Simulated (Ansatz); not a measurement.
What does this script print? It uses Ansatz 0.2.0 through its Python package.

`bh3s2.py`:
```python
import itertools
import logging
import sys

import ansatz as az
from ase.data import atomic_numbers, covalent_radii
import numpy as np

logging.basicConfig(stream=sys.stdout, format='%(levelname)s:%(name)s:%(message)s')
log = logging.getLogger('calc')
log.setLevel(logging.INFO)

BASIS_SET = 'def2-SVP'
XC = 'pbe0'

geometry_ang = [
    ('S', (-1.3983, -0.3477, -0.8553)),
    ('B', (0.2366, -0.3705, -0.0381)),
    ('S', (0.8331, 1.1164, 0.9235)),
    ('H', (-0.824, 0.2285, -2.0575)),
    ('H', (0.9084, -1.3458, -0.1457)),
    ('H', (0.2863, 0.655, 2.127)),
]
molecule = az.Crystal.molecule()
for symbol, xyz in geometry_ang:
    molecule = molecule.atom(symbol, xyz)

calculation = molecule.calculation().basis(gaussian=BASIS_SET).functional(XC)
symbols = [site.symbol for site in molecule.cartesian_sites]
start = np.array([site.position_ang for site in molecule.cartesian_sites], dtype=float)
summary = calculation.relax(force_tolerance=0.01).run().report
end = np.array(summary['positions_ang'])
radius = [covalent_radii[atomic_numbers[s]] for s in symbols]
span = lambda where, i, j: np.linalg.norm(where[i] - where[j])
bonded = [(i, j) for i, j in itertools.combinations(range(len(symbols)), 2) if min(span(start, i, j), span(end, i, j)) < 1.2 * (radius[i] + radius[j])]
log.info('pair        before    after (A)')
for i, j in bonded:
    print(f'{symbols[i]}{i}-{symbols[j]}{j}'.ljust(10), f'{span(start, i, j):8.4f} {span(end, i, j):8.4f}')

minimum = az.Crystal.molecule()
for symbol, place in zip(symbols, end):
    minimum = minimum.atom(symbol, place.tolist())
at_minimum = minimum.calculation()
level = lambda method, basis: at_minimum.basis(gaussian=basis).correlation(method).run().report
small, large, cluster = level('mp2', 'cc-pVDZ'), level('mp2', 'cc-pVTZ'), level('ccsd_t', 'cc-pVDZ')
corr = lambda each: (each['free_energy_ev'] - each['reference_energy_ev']) / 27.211386246
mp2_limit = (27 * corr(large) - 8 * corr(small)) / 19
pieces = {'HF / cc-pVTZ': large['reference_energy_ev'] / 27.211386246, 'MP2 correlation, DZ-TZ limit': mp2_limit, 'CCSD(T) - MP2 / cc-pVDZ': corr(cluster) - corr(small)}
for name, value in pieces.items():
    log.info(f'{name:32s} {value:14.6f} Ha')
log.info(f'{"sum":32s} {sum(pieces.values()):14.6f} Ha')
print('T1 diagnostic', round(cluster['correlation']['coupled_cluster']['t1_diagnostic'], 4))
```

Running `python bh3s2.py` prints:
```text
INFO:calc:pair        before    after (A)
S0-B1        1.8279   1.7878
S0-H3        1.4516   1.3533
B1-S2        1.8685   1.7921
B1-H4        1.1892   1.2030
S2-H5        1.4001   1.3499
INFO:calc:HF / cc-pVTZ                        -821.590938 Ha
INFO:calc:MP2 correlation, DZ-TZ limit          -0.501599 Ha
INFO:calc:CCSD(T) - MP2 / cc-pVDZ               -0.054912 Ha
INFO:calc:sum                                 -822.147449 Ha
T1 diagnostic 0.0145
```

What to keep in mind:
- These settings explore the input space; basis and method may be short of convergence.
- The sum leaves out core correlation, relativity, the Hartree-Fock basis error and zero-point energy; a DZ-TZ extrapolation is rough.
- Inner cores stay frozen, so this is valence correlation.
- For Al to Cl the sets with a tight d function, cc-pV(X+d)Z, are usual.
- Timing: 51 s on 1 thread of Arm Neoverse N1, with other jobs on the host, peak memory 0.29 GiB.
